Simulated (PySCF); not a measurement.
Structure from 2D NMR

Compound of formula C5H13N. Correlations simulated from computed shifts and the bond graph:

HSQC (one-bond C–H):
```tsv
δH	δC
2.17	47.8
2.06	66.3
1.51	26.9
0.94	14.9
```

COSY cross peaks (H two or three bonds apart, from the bond graph; peaks can be absent where the dihedral angle is near 90°):
```tsv
δH	δH
2.06	1.51
1.51	0.94
```

HMBC (two and three bonds, from the bond graph):
```tsv
δH	δC
2.17	66.3, 47.8
2.06	47.8, 26.9, 14.9
1.51	66.3, 14.9
0.94	66.3, 26.9
```

- shieldings: GIAO B97-2/pcSseg-2
- PBE0-D3(BJ)/def2-TZVP structure
- code: PySCF 2.14.0 with density-fitted response routines
- one computed conformer, rapidly exchanging positions averaged, gas phase, non-relativistic Hamiltonian

Chemical shifts δ = σref − σ; ¹H (σ = 31.64 ppm), ¹³C (σ = 185.38 ppm) against TMS, all at this level.

Exchangeable hydrogens are left out of these lists.

Q: Assemble the structure.

A: `InChI=1S/C5H13N/c1-4-5-6(2)3/h4-5H2,1-3H3`.

Atom-mapped SMILES (the numbers label the heavy atoms): `[CH3:1][CH2:2][CH2:3][N:4]([CH3:5])[CH3:6]`. Each H is labelled by its parent atom.

- δC 66.3 is C3, an sp3 CH2 bonded to N (δH 2.06).
- δC 47.8 is C5/C6, a methyl carbon bonded to N (δH 2.17).
- δC 26.9 is C2, an sp3 CH2 (δH 1.51).
- δC 14.9 is C1, a methyl carbon (δH 0.94).
- COSY links 2.06–1.51, 1.51–0.94.

This is the structure that produced the data.

Shifts are as computed. Against solution values, carbons near 30 ppm lie about +3 ppm off and those near 130 ppm about +7 ppm. Of 1309 compounds with measured shifts, 239 miss one by over three times the rms of a fit or turn the order of signals round; such compounds aren't used in these exercises.
